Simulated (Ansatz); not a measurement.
Saddle point of SiNH₇S, closed shell (SiH₄S ([SiH3][SH]) + NH₃ → SiNH₅ ([NH2][SiH3]) + H₂S; bonds formed: Si1–N7, S2–H6; bonds broken: Si1–S2, H6–N7), PBE0-D4/def2-TZVP structure:

| atom | x (Å) | y (Å) | z (Å) |
| --- | --- | --- | --- |
| Si1 | -0.8249 | -0.6476 | 0.1311 |
| S2 | 2.0142 | -0.6544 | 0.5435 |
| H3 | -0.4404 | -1.8897 | -0.5585 |
| H4 | -0.8164 | -0.5318 | 1.5985 |
| H5 | -2.2516 | -0.3947 | -0.2744 |
| H6 | 0.9822 | 0.5809 | -0.4100 |
| N7 | -0.0777 | 0.8390 | -0.6951 |
| H8 | 2.0218 | 0.1009 | 1.6541 |
| H9 | -0.2318 | 0.8753 | -1.6994 |
| H10 | -0.3755 | 1.7220 | -0.2897 |

Energies are electronic, without zero-point energy. Barriers and step energies count from the start structure reached by relaxing down the imaginary mode; all methods use the PBE0-D4 structures, on which another method's saddle can fall below an end. Program: Ansatz 0.2.0. Basis: def2-TZVPP, with def2-QZVPP for the basis limit. Cores are frozen in the correlated methods. B3LYP uses VWN-RPA correlation. Extrapolation: Hartree–Fock as exp(−7.88 √X), correlation as X^−2.97.

| method | barrier (kJ/mol) | step energy (kJ/mol) |
| --- | --- | --- |
| SPW92 | 67.9 | 23.7 |
| PBE-D4 | 90.6 | 24.7 |
| BLYP-D4 | 98.1 | 16.0 |
| r2SCAN-D4 | 97.4 | 21.5 |
| B97M-V | 114.4 | 21.7 |
| PBE0-D4 | 98.6 | 23.7 |
| B3LYP-D4 | 104.0 | 15.4 |
| r2SCAN0-D4 | 102.5 | 21.5 |
| BHLYP-D4 | ? | 15.0 |
| CAM-B3LYP-D4 | 106.3 | 11.1 |
| wB97X-V | ? | 18.3 |
| wB97M-V | 108.9 | 20.5 |
| B2PLYP | 108.0 | 12.9 |
| PBE-QIDH | 105.4 | 20.9 |
| RPA on PBE | 114.5 | 12.8 |
| HF | 138.6 | 5.3 |
| MP2 | ? | 17.6 |
| CCSD | 117.5 | 13.7 |
| CCSD(T) | 112.2 | 15.8 |

Q: Fill in the withheld barriers. (An estimate is asked for; the value comes from the calculation.)

A: Computed: MP2 107.9; wB97X-V 111.4; BHLYP-D4 114.0 kJ/mol. Each is the energy of the saddle less that of the start structure, by the same method.

For comparison, the barrier by CCSD(T) at an estimated basis limit (MP2 extrapolated from triple and quadruple zeta, plus CCSD(T) − MP2 in triple zeta) is 108.9 kJ/mol.

T1 diagnostic: at most 0.011.

Labels in which every atom is bracketed show which atoms are joined, not bond orders.

For scale, one of the runs: CCSD(T)/def2-TZVPP, 213 basis functions, launched by `ansatz run in.yaml --threads 4 --pin off --events-out ev --progress --plain --max-ram 9574MiB`. The run took 34 s on 4 CPU threads of an Arm Neoverse V1 (shared host), with 2.8 GiB of host memory at its peak.
